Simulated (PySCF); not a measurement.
# Exact mass, isotope pattern and composition

Species: `[c]1cc[c]cc1` [triplet].

Calculated from isotope tables alone.

Task: What are the average molar mass and the monoisotopic mass?

Result: For C6H4, with standard atomic weights, 6 × 12.011 + 4 × 1.008 = 76.098 g/mol. From the most abundant isotopes (12C, 1H), 6 × 12.000000 + 4 × 1.007825 = 76.0313 u.

Task: What cluster does the singly charged cation M+ show when like nominal masses merge?

Result: 
```tsv
nominal mass	m/z (centroid)	relative intensity
76	76.0308	100.0
77	77.0341	6.5
78	78.0375	0.2
```

Lines under 0.1 % of the tallest are left out. One electron mass, 0.00055 u, is taken off. Abundances used (%; other tables differ somewhat): 12C 98.93, 13C 1.07; 1H 99.9885, 2H 0.0115.

Task: What resolving power m/Δm just matches the spacing of the species with one 13C and with one 2H?

Result: They lie 0.00292 u apart at mass 77.03, so m/Δm is about 26000.

Task: Protons, neutrons, electrons, and exact less nominal mass of the monoisotopic species?

Result: 40 protons, 36 neutrons and 40 electrons; 76.0313 − 76 = +0.0313 u.

Task: How much CO2 and H2O would complete combustion of 20.00 mg give?

Result: 262.82 μmol of compound give 69.40 mg CO2 and 9.47 mg H2O.
